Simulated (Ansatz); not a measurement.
System: benzene, C6H6 (charge 0, singlet). SMILES: c1ccccc1
Geometry: optimised at B3LYP-D3(BJ)/def2-TZVP (Ansatz, a quantum-chemistry and plane-wave program).

Computed values are from Ansatz. Correlated levels leave the core frozen unless marked. Open shells are spin-unrestricted. No spin-orbit coupling. Non-relativistic. CBS marks a two-point X^-3 extrapolation of the correlation energy; Hartree-Fock from the larger set. [CCSD(T)-MP2]/basis is that difference in the basis named.

The Hartree-Fock reference is unstable (checked in the largest basis), which strains HF and MP2. 

Question: What is the T1 diagnostic at CCSD/cc-pVTZ?

Answer: 0.010.

Question: What is the atomisation energy De at RI-MP2/CBS(cc-pVTZ,cc-pVQZ)+[CCSD(T)-MP2]/cc-pVTZ?

Answer: 5707.5 kJ/mol.

Question: What is the total energy at RI-MP2/CBS(cc-pVTZ,cc-pVQZ)+[CCSD(T)-MP2]/cc-pVTZ?

Answer: -231.9217 Eh.

Question: What is the dipole moment at wB97M-V/def2-TZVPD?

Answer: 0.00 D.
